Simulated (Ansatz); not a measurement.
# CF+ (triplet): from Hartree-Fock to the top rungs at distance C1–F2 = 1.207 Å, 6-31G

How much of the correlation energy of CF+ (triplet) does each wave-function method recover here?

Computed with Ansatz 0.2.0, Gaussian basis. Level: 6-31G, core rule «outside noble gas», up to 2 orbitals frozen.

The runs, in order: UHF; CCSD(T) on ROHF; CCSD(T) on UHF; BCCD(T) on ROHF; CISD as a restricted active space (open shells left free, so some higher excitations enter); CCSDT(Q) on ROHF; CCSDT(Q) on UHF; CISDTQ; CCSDTQ on ROHF; CCSDTQ on UHF; CASSCF and MRCISD+Q, 4 electrons in 4 orbitals; CASSCF and NEVPT2, 4 electrons in 4 orbitals; CASSCF and MRCISD+Q, 10 electrons in 8 orbitals; CASSCF and NEVPT2, 10 electrons in 8 orbitals; Full CI.

19 further runs of the same task are left out: 17 that didn't finish, 2 set aside as unsound or not needed. Runs told in other sessions of the task aren't counted.

## Step 1: What is computed

The geometry derives from a PBE0/def2-TZVP stationary point (not a proven minimum). One bond is set to the value named and the two fragments are kept rigid.

2 atoms, charge 1, spin multiplicity 3.

Atoms are counted from 1 here; the program's logs count them from 0.

Bond lengths: C1–F2 1.207 Å.

## Step 2: UHF

Input file in.yaml:

```yaml
crystal:
  periodic: [false, false, false]
  atoms:
    - {symbol: C, position_ang: [0.000000, 0.000000, 0.000000]}
    - {symbol: F, position_ang: [0.000000, 0.000000, 1.206700]}
basis:
  gaussian: {orbitals: 6-31G}
total_charge: 1
magnetization: {spin_polarized: true, initial_magnetization: 2}
hamiltonian: {xc: hf}
output: {orbitals: {seedname: orbitals}}
```

Run with:

```sh
> ansatz run in.yaml --threads 1 --pin off --events-out ev --progress --plain --max-ram 2393MiB
```

After this run come: CCSD(T) on ROHF; CCSD(T) on UHF; BCCD(T) on ROHF; CISD as a restricted active space (open shells left free, so some higher excitations enter); CCSDT(Q) on ROHF; CCSDT(Q) on UHF; CISDTQ; CCSDTQ on ROHF; CCSDTQ on UHF; CASSCF and MRCISD+Q, 4 electrons in 4 orbitals; CASSCF and NEVPT2, 4 electrons in 4 orbitals; CASSCF and MRCISD+Q, 10 electrons in 8 orbitals; CASSCF and NEVPT2, 10 electrons in 8 orbitals; Full CI.

Before running them: what should the planned runs give, taken together? Wanted: FCI from the RHF energy; RMP2 from FCI; UMP2 from FCI; RCCSD from FCI; RCCSD(T) from FCI; UCCSD(T) from FCI; RCCSDT(Q) from FCI; UCCSDT(Q) from FCI; NEVPT2 pair from FCI.

**Answer**, as computed:

```
                         quantity                                                                                                          value
          FCI from the ROHF energy                                                                                                     -4.7780 eV
                    RMP2 from FCI                                                                                                     +328.6 meV
                    UMP2 from FCI                                                                                                     +275.7 meV
                   RCCSD from FCI                                                                                                     +168.8 meV
                RCCSD(T) from FCI                                                                                                      +27.8 meV
                UCCSD(T) from FCI                                                                                                      +28.7 meV
               RCCSDT(Q) from FCI                                                                                                       +2.0 meV
               UCCSDT(Q) from FCI                                                                                                       -4.9 meV
             NEVPT2 pair from FCI                                                                                                     +324.4 meV
           MRCISD+Q pair from FCI                                                                                                      +94.6 meV
          NEVPT2 valence from FCI                                                                                                     +404.9 meV
levels within 1 kcal/mol (43 meV)  RCCSD(T), UCCSD(T), BCCD(T), RCCSDT, UCCSDT, CISDTQ, RCCSDT(Q), UCCSDT(Q), RCCSDTQ, UCCSDTQ, MRCISD+Q valence
                    T1 diagnostic                                                                                                          0.034
   effectively unpaired electrons                                                                                                           2.03
```

What this shows: RCCSD(T) lands +27.8 meV from the yardstick (0.6 % of the correlation energy). UCCSDT(Q) falls below full CI: unrestricted runs freeze a spin-polarised core, another one than full CI's, and coupled cluster isn't variational. One determinant dominates. Of the multireference levels listed MRCISD+Q valence comes nearest in total energy (+32.1 meV), which doesn't show that its space is the better one. These misses are within one basis, not against nature; the frozen cores of restricted and unrestricted runs differ, which can shift their rows.

Levels on UHF freeze UHF's core orbitals, full CI those of ROHF, so the U rows can settle a little off it for that reason alone.

With open shells the CI space here admits some higher excitations, so it is larger than plain CISD.
